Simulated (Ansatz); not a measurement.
# CH6Si: the cost of one run

Program: Ansatz 0.2.0, Gaussian basis. Level of theory: PBE0-D4/def2-SVP. These are calculated values, not measurements.

17 further runs of the same task are left out: 1 that didn't finish, 16 set aside as unsound or not needed.

## (1) The starting structure

The first end: 8 atoms, charge 0, spin multiplicity 1.

Atoms are counted from 1 here; the program's logs count them from 0.

Bond lengths: Si1–H2 1.488 Å, Si1–H3 1.488 Å, Si1–H4 1.488 Å, Si1–C5 1.871 Å, C5–H6 1.092 Å, C5–H7 1.092 Å, C5–H8 1.092 Å. Angles: H2–Si1–H3 108.2°, H2–Si1–H4 108.2°, H2–Si1–C5 110.7°, H3–Si1–H4 108.2°, H3–Si1–C5 110.7°, H4–Si1–C5 110.7°, Si1–C5–H6 110.8°, Si1–C5–H7 110.8°, Si1–C5–H8 110.8°, H6–C5–H7 108.1°, H6–C5–H8 108.1°, H7–C5–H8 108.1°.

Coordinates:

```xyz
8
CH6Si
Si   -0.2180   -0.8457   -0.1331
H    -1.5438   -0.9492   -0.8010
H     0.7909   -1.5195   -0.9950
H    -0.2901   -1.5800    1.1593
C     0.2435    0.9451    0.1486
H     1.2164    1.0225    0.6392
H     0.2972    1.4856   -0.7991
H    -0.4961    1.4411    0.7810
```

The second end:

```xyz
8
charge 0, multiplicity 1
Si   -1.0120   -0.5280    0.2322
H    -0.4517   -1.3706   -1.2432
H     0.2371   -1.4516   -0.8266
H    -0.1845   -1.4742    1.0891
C     0.1960    0.9540    0.1683
H     1.2618    0.7264    0.1738
H    -0.0303    1.6146   -0.6718
H    -0.0166    1.5293    1.0782
```

## (2) The band at PBE0-D4/def2-SVP

Contents of neb/in.yaml:

```yaml
crystal:
  periodic: [false, false, false]
  atoms:
    - {symbol: Si, position_ang: [-0.217969, -0.845740, -0.133101]}
    - {symbol: H, position_ang: [-1.543794, -0.949199, -0.800964]}
    - {symbol: H, position_ang: [0.790869, -1.519472, -0.995017]}
    - {symbol: H, position_ang: [-0.290127, -1.580003, 1.159253]}
    - {symbol: C, position_ang: [0.243510, 0.945083, 0.148582]}
    - {symbol: H, position_ang: [1.216375, 1.022533, 0.639165]}
    - {symbol: H, position_ang: [0.297158, 1.485603, -0.799061]}
    - {symbol: H, position_ang: [-0.496121, 1.441094, 0.781043]}
basis:
  gaussian: {orbitals: def2-SVP}
hamiltonian: {xc: pbe0, dispersion: d4}
neb:
  images: 5
  climbing: true
  max_iterations: 40
  initial_path: idpp
  final_atoms:
    - {symbol: Si, position_ang: [-1.011951, -0.528006, 0.232155]}
    - {symbol: H, position_ang: [-0.451684, -1.370568, -1.243226]}
    - {symbol: H, position_ang: [0.237119, -1.451637, -0.826622]}
    - {symbol: H, position_ang: [-0.184480, -1.474222, 1.089125]}
    - {symbol: C, position_ang: [0.196043, 0.954042, 0.168289]}
    - {symbol: H, position_ang: [1.261754, 0.726403, 0.173753]}
    - {symbol: H, position_ang: [-0.030296, 1.614595, -0.671820]}
    - {symbol: H, position_ang: [-0.016606, 1.529294, 1.078246]}
```

The run is started by

```bash
> ansatz run in.yaml --threads 2 --pin off --events-out ev --progress --plain --max-ram 4352MiB
```

**Question.** How long does this run take on 2 threads of Intel Xeon 6975P-C, shared host?

About 29 s.
